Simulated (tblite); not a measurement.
Species: C₆H₉ (doublet state).
Z-matrix (Å and degrees, GFN2-xTB geometry), rows numbered from 1:
```
C 
C   1  1.4814
C   2  1.4366  1  123.03
C   3  1.5287  2  120.83  1   151.15
C   4  1.2961  3   65.06  2   106.02
C   5  1.4648  3  141.86  4   177.10
H   1  1.0954  2  111.34  3  -115.76
H   1  1.0880  2  110.78  3     4.72
H   1  1.0940  2  111.24  3   125.60
H   2  1.0783  1  118.35  3   178.75
H   3  1.0891  2  114.83  1     0.38
H   4  1.0625  3  143.61  5  -175.53
H   6  1.0897  5  110.81  3  -176.49
H   6  1.0908  5  110.11  3    62.64
H   6  1.0902  5  109.61  3   -55.86
```

Computed with GFN2-xTB (tblite): harmonic, unscaled wavenumbers at the GFN2-xTB geometry, gas phase. Against measured fundamentals such values can be off by several per cent, at times by over 20. One conformer, not necessarily the lowest. Open shells enter through the occupations alone, without spin polarisation, and single modes of such species can be off by tens of per cent.

Harmonic wavenumbers (cm⁻¹): 68.5, 87.4, 100.5, 173.3, 261.6, 309.6, 397.4, 460.2, 523.3, 638.3, 643.5, 883.9, 921.9, 988.8, 1000.9, 1005.0, 1032.2, 1042.3, 1112.7, 1148.9, 1187.7, 1283.3, 1384.5, 1395.4, 1402.1, 1457.3, 1464.2, 1470.4, 1495.3, 1890.1, 2901.9, 2943.5, 2958.3, 2989.9, 3003.4, 3005.4, 3028.2, 3092.6, 3210.2.

A = 8036, B = 2012, C = 1747 MHz; mass 81.070 u (most abundant isotopes); point group C1, symmetry number 1; spin multiplicity 2.

Zero-point energy?

Half the sum of the wavenumbers: 27182 cm⁻¹ = 325.17 kJ/mol.

Give the ideal-gas entropy at 500 K and 1 bar in the rigid-rotor, harmonic-oscillator model (classical rotation).

Translation 174.42, rotation 118.72, vibration 147.68, spin (R ln 2) 5.76: S = 446.6 J/(mol K).

And Cp and H(500 K) − H(0)?

Cp = 179.48 J/(mol K), of which vibrations give 146.23 (their classical limit is 39 R = 324.3); H(500 K) − H(0) = 54.37 kJ/mol without the zero-point energy, 37.74 from vibrations.

Which modes carry the vibrational entropy at 500 K?

68.5 cm⁻¹: 21.83; 87.4 cm⁻¹: 19.81; 100.5 cm⁻¹: 18.66; 173.3 cm⁻¹: 14.19; 261.6 cm⁻¹: 10.87; 309.6 cm⁻¹: 9.54 J/(mol K); the other 33 give 52.78 together.

How do the functions run with temperature in this model?

| T (K) | S (J/(mol K)) | Cp (J/(mol K)) | H − H(0) (kJ/mol) | G − H(0) (kJ/mol) | ln q(vib) |
| --- | --- | --- | --- | --- | --- |
| 50 | 231.0 | 50.5 | 1.97 | -9.58 | 0.30 |
| 100 | 271.4 | 66.9 | 4.93 | -22.21 | 1.20 |
| 298.15 | 369.1 | 122.9 | 23.64 | -86.42 | 4.98 |
| 373.15 | 399.1 | 145.3 | 33.70 | -115.24 | 6.37 |
| 750 | 529.4 | 229.2 | 105.88 | -291.21 | 13.13 |
| 1000 | 600.3 | 262.8 | 167.63 | -432.64 | 17.31 |

q(vib) and H(0) count from the zero-point level.

What must be added to the electronic energy to get the Gibbs energy at 500 K and 1 bar?

ZPE + [H(500 K) − H(0)] − T·S = 325.17 + 54.37 − 223.29 = 156.25 kJ/mol.

Blend soft modes into free rotors: weight 1/[1 + (100 cm⁻¹/ν̃)⁴] for the oscillator and the rest for a rotor with moment μB/(μ + B), μ = h/(8π²ν), B = 10⁻⁴⁴ kg m². What vibrational entropy results?

136.86 J/(mol K) in place of 147.68, which changes −T·S at 500 K by +5.41 kJ/mol.

Hindered rotation and anharmonicity are outside this model. Other conformers, if any are populated, would add a mixing term that is left out. The structure is chiral; the term R ln 2 for an equal mix with its mirror image is left out.

On one thread of an Arm Neoverse V1, no GPU, shared host with 32 logical CPUs at a one-minute load of 38, this took 0.34 s. The figure is for the frequency step alone.
